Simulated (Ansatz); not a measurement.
# AlSiH₆ (doublet): wave-function methods side by side at distance Al1–H4 along a hydrogen transfer = 1.981 Å, cc-pVDZ

Aim: climb from Hartree-Fock through coupled cluster and multireference methods for AlSiH₆ (doublet) at one geometry and basis, and see what each rung misses.

Program: Ansatz 0.2.0, Gaussian basis. Level of theory: cc-pVDZ, core rule «outside noble gas», up to 10 orbitals frozen. These are calculated values, not measurements.

To be run: UHF; CCSD(T) on ROHF; CCSD(T) on UHF; BCCD(T) on ROHF; CISD; CCSDT(Q) on ROHF; CCSDT(Q) on UHF; CASSCF and MRCISD+Q, 3 electrons in 3 orbitals; CASSCF and NEVPT2, 3 electrons in 3 orbitals; CASSCF and MRCISD+Q, 9 electrons in 9 orbitals; CASSCF and NEVPT2, 9 electrons in 9 orbitals.

### Step 1. What is computed

The geometry derives from fragments relaxed apart (PBE0/def2-TZVP) and kept rigid, so it is no stationary point. A hydrogen atom is moved between rigid fragments.

8 atoms, charge 0, spin multiplicity 2.

Atoms are counted from 1 here; the program's logs count them from 0.

Bond lengths: Al1–H2 1.586 Å, Al1–H3 1.586 Å, H4–Si5 1.440 Å, Si5–H6 1.486 Å, Si5–H7 1.486 Å, Si5–H8 1.486 Å. Angles: H2–Al1–H3 120.0°, H4–Si5–H6 107.6°, H4–Si5–H7 107.6°, H4–Si5–H8 107.6°, H6–Si5–H7 111.3°, H6–Si5–H8 111.3°, H7–Si5–H8 111.3°.

### Step 2. UHF

Contents of in.yaml:

```yaml
crystal:
  periodic: [false, false, false]
  atoms:
    - {symbol: Al, position_ang: [-1.770179, 0.000000, 0.000000]}
    - {symbol: H, position_ang: [-2.563102, 1.373384, 0.000000]}
    - {symbol: H, position_ang: [-2.563103, -1.373384, 0.000001]}
    - {symbol: H, position_ang: [0.210821, 0.000000, 0.000000]}
    - {symbol: Si, position_ang: [1.650821, 0.000000, 0.000000]}
    - {symbol: H, position_ang: [2.100794, -1.416253, 0.000000]}
    - {symbol: H, position_ang: [2.100795, 0.708126, -1.226512]}
    - {symbol: H, position_ang: [2.100796, 0.708127, 1.226511]}
basis:
  gaussian: {orbitals: cc-pVDZ}
magnetization: {spin_polarized: true, initial_magnetization: 1}
hamiltonian: {xc: hf}
output: {orbitals: {seedname: orbitals}}
```

The run is started by

```
ansatz run in.yaml --threads 1 --pin off --events-out ev --progress --plain --max-ram 2816MiB --backend cpu
```

After this run come: CCSD(T) on ROHF; CCSD(T) on UHF; BCCD(T) on ROHF; CISD; CCSDT(Q) on ROHF; CCSDT(Q) on UHF; CASSCF and MRCISD+Q, 3 electrons in 3 orbitals; CASSCF and NEVPT2, 3 electrons in 3 orbitals; CASSCF and MRCISD+Q, 9 electrons in 9 orbitals; CASSCF and NEVPT2, 9 electrons in 9 orbitals.

Before running them: what should the planned runs give, taken together? Wanted: UCCSDT(Q) below the RHF energy; RMP2 from UCCSDT(Q); UMP2 from UCCSDT(Q); RCCSD from UCCSDT(Q); RCCSD(T) from UCCSDT(Q); UCCSD(T) from UCCSDT(Q); RCCSDT(Q) from UCCSDT(Q); NEVPT2 frontier from UCCSDT(Q); T1 diagnostic.

The runs gave:

| quantity | value |
| --- | --- |
| UCCSDT(Q) below the RHF energy | -6.5603 eV |
| RMP2 from UCCSDT(Q) | +1543.0 meV |
| UMP2 from UCCSDT(Q) | +1544.0 meV |
| RCCSD from UCCSDT(Q) | +158.7 meV |
| RCCSD(T) from UCCSDT(Q) | +36.0 meV |
| UCCSD(T) from UCCSDT(Q) | +36.0 meV |
| RCCSDT(Q) from UCCSDT(Q) | +0.5 meV |
| NEVPT2 frontier from UCCSDT(Q) | +1503.6 meV |
| levels within 1 kcal/mol (43 meV) | RCCSD(T), UCCSD(T), BCCD(T), RCCSDT, UCCSDT, RCCSDT(Q) |
| T1 diagnostic | 0.016 |

**Reading.** RCCSD(T) lands +36.0 meV from the yardstick (0.5 % of the correlation energy). These misses are within one basis, not against nature; the frozen cores of restricted and unrestricted runs differ, which can shift their rows.
